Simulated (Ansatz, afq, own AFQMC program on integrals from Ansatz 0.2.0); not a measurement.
Two steps: Ansatz 0.2.0 writes the Fock matrix and Cholesky factors of the valence space, and afq projects on them the lowest state that overlaps trial and start.

```yaml
crystal:
  periodic: [false, false, false]
  atoms:
    - {symbol: Al, position_ang: [-0.059867, 0.000147, -0.132768]}
    - {symbol: H, position_ang: [0.448722, 0.001802, 1.985772]}
    - {symbol: H, position_ang: [-0.317066, -0.008906, 1.956389]}
    - {symbol: H, position_ang: [0.733301, 1.383310, -0.188797]}
    - {symbol: H, position_ang: [0.737612, -1.380129, -0.199290]}
basis:
  gaussian: {orbitals: 6-31G}
magnetization: {spin_polarized: true, initial_magnetization: 1}
correlation: {method: ccsd_t, electrons: outside_noble_gas, hamiltonian_folder: ham}
```

```sh
$ ansatz run in.yaml --threads 1 --pin off --events-out ev --progress --plain --max-ram 16896MiB --backend cuda --devices 0, --max-vram 18GiB
```

afq runs on the folder ham with

```
--method free --trial hf --walkers 50 --time-step 0.08 --max-blocks 60 --target-error 0.00064 --factor-cut 1e-05 --seed 4843 --times 0.0,0.16,0.4,0.8,1.2 --taylor-order 10
```

Times are imaginary, in 1/Eh. The walk had a cap of 60 s.

```
orbitals 16  electrons 4 3  factors 103 of 266
reference energy -244.10713626 Eh
CCSD correlation -0.07049046 Eh in 11 cycles, weight of the determinant in the CISD state 0.9460
repeat  energy at the last time / Eh  error
    10  -244.176432  0.001941
    20  -244.177691  0.001540
    30  -244.178467  0.001171
    40  -244.178928  0.000956
    50  -244.178950  0.000837
    60  -244.178552  0.000802
time / (1/Eh)  energy / Eh  error  mean overlap
  0.00  -244.177384  0.000817  1.0000
  0.16  -244.176921  0.000763  1.0032
  0.40  -244.177481  0.000742  1.0007
  0.80  -244.178092  0.000735  0.9979
  1.20  -244.178552  0.000802  0.9865
energy -244.178552 +/- 0.000802 Eh
```

Problem. Estimate how long the walk took on 1 × NVIDIA H100 80GB HBM3 with 2 threads of AMD EPYC 7R13 Processor (Zen 3), on a shared host (the card was shared).

Solution. 2.3 s of wall time.

The run passed its tests (error under three times the target), which doesn't prove that it has relaxed.

Against this walk (error 21.8 meV) on the same determinant: CCSD(T) 7.5 meV higher (within the noise), CCSDT(Q) 1.6 meV lower (within the noise), CCSDTQ 1.7 meV lower (within the noise), full CI 1.7 meV lower (within the noise). The error is statistical, and a free projection of finite length keeps a remainder of its start. The last points still move (meV from the last: 32 ± 22 at 0.00, 44 ± 21 at 0.16, 29 ± 20 at 0.40, 13 ± 20 at 0.80, 0 ± 22 at 1.20), but the last one has reached full CI within the noise or passed it, so little can be left to fall.

Cautions: remainder of the start not in the error; error above the target (21.8 against 17.4 meV); the time-step error isn't removed.

CCSDT and higher add their correlation energy to the determinant of the CCSD(T) run, since their own runs factorise the integrals more tightly (a shift of under 2 meV).
